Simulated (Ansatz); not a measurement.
## Cost against result

The pair of HCl (SMILES Cl, atoms 1–2) and Si$_{2}$H$_{6}$ (SMILES [SiH3][SiH3], atoms 3–10), both closed shells, in one local arrangement (a lower one may exist), relaxed at PBE0-D4/def2-TZVP:

```
atom    x (Å)    y (Å)    z (Å)
 Cl1   0.5738  -0.8422  -3.0374
  H2  -0.3110  -0.1885  -2.3764
 Si3   0.9684  -0.4691   0.8721
 Si4  -1.0130   0.7140   0.4836
  H5   1.2679  -0.4251   2.3286
  H6   0.8122  -1.8851   0.4513
  H7   2.0931   0.1515   0.1263
  H8  -0.8695   2.1371   0.8898
  H9  -2.1482   0.1077   1.2279
 H10  -1.3736   0.6996  -0.9660
```

Interaction energies are counterpoise-corrected; the time is that of the whole pair.

Ansatz 0.2.0; basis: as named in each row; cores frozen in the correlated methods. B3LYP uses VWN-RPA correlation. Extrapolation: Hartree–Fock as exp(−7.88 √X), correlation as X^−2.97.

Times are rough, for one single point on 4 threads of a shared host (Intel Xeon 6975P-C).

The estimate by CCSD(T) at an estimated basis limit (MP2 extrapolated from triple and quadruple zeta, plus CCSD(T) − MP2 in triple zeta) is -0.065 eV.

```json
{"method": "HF", "basis": "STO-3G", "time (s)": "under 1", "interaction energy (eV)": "0.058", "method less estimate": "0.123"}
{"method": "PBE-D4", "basis": "STO-3G", "time (s)": "under 1", "interaction energy (eV)": "-0.073", "method less estimate": "-0.008"}
{"method": "SPW92", "basis": "def2-SVP", "time (s)": "under 1", "interaction energy (eV)": "-0.123", "method less estimate": "-0.058"}
{"method": "PBE-D4", "basis": "def2-SVP", "time (s)": "under 1", "interaction energy (eV)": "-0.079", "method less estimate": "-0.014"}
{"method": "B3LYP-D4", "basis": "6-31G", "time (s)": "under 1", "interaction energy (eV)": "-0.061", "method less estimate": "0.004"}
{"method": "PBE0-D4", "basis": "def2-SVP", "time (s)": "under 1", "interaction energy (eV)": "-0.066", "method less estimate": "-0.002"}
{"method": "CCSD(T)", "basis": "def2-SVP", "time (s)": "1", "interaction energy (eV)": "0.018", "method less estimate": "0.083"}
{"method": "PBE-D4", "basis": "def2-TZVPPD", "time (s)": "2", "interaction energy (eV)": "-0.090", "method less estimate": "-0.025"}
{"method": "revPBE-D4", "basis": "def2-TZVPPD", "time (s)": "2", "interaction energy (eV)": "-0.066", "method less estimate": "-0.002"}
{"method": "BLYP-D4", "basis": "def2-TZVPPD", "time (s)": "2", "interaction energy (eV)": "-0.070", "method less estimate": "-0.005"}
{"method": "wB97M-V", "basis": "def2-SVP", "time (s)": "2", "interaction energy (eV)": "-0.047", "method less estimate": "0.018"}
{"method": "HSE06-D4", "basis": "def2-TZVPPD", "time (s)": "2", "interaction energy (eV)": "-0.078", "method less estimate": "-0.013"}
{"method": "B3LYP-D4", "basis": "def2-TZVPPD", "time (s)": "2", "interaction energy (eV)": "-0.072", "method less estimate": "-0.007"}
{"method": "PBE0-D4", "basis": "def2-TZVPPD", "time (s)": "2", "interaction energy (eV)": "-0.078", "method less estimate": "-0.013"}
{"method": "r2SCAN-D4", "basis": "def2-TZVPPD", "time (s)": "3", "interaction energy (eV)": "-0.066", "method less estimate": "-0.002"}
{"method": "B2PLYP", "basis": "def2-TZVPPD", "time (s)": "4", "interaction energy (eV)": "-0.018", "method less estimate": "0.047"}
{"method": "B97M-V", "basis": "def2-TZVPPD", "time (s)": "5", "interaction energy (eV)": "-0.071", "method less estimate": "-0.007"}
{"method": "wB97X-V", "basis": "def2-TZVPPD", "time (s)": "6", "interaction energy (eV)": "-0.061", "method less estimate": "0.003"}
{"method": "wB97M-V", "basis": "def2-TZVPPD", "time (s)": "6", "interaction energy (eV)": "-0.063", "method less estimate": "0.002"}
{"method": "MP2", "basis": "def2-QZVPPD", "time (s)": "13", "interaction energy (eV)": "-0.067", "method less estimate": "-0.002"}
{"method": "CCSD(T)", "basis": "def2-TZVPPD", "time (s)": "27", "interaction energy (eV)": "-0.047", "method less estimate": "0.018"}
```

No T1 diagnostic of these runs exceeds 0.013.
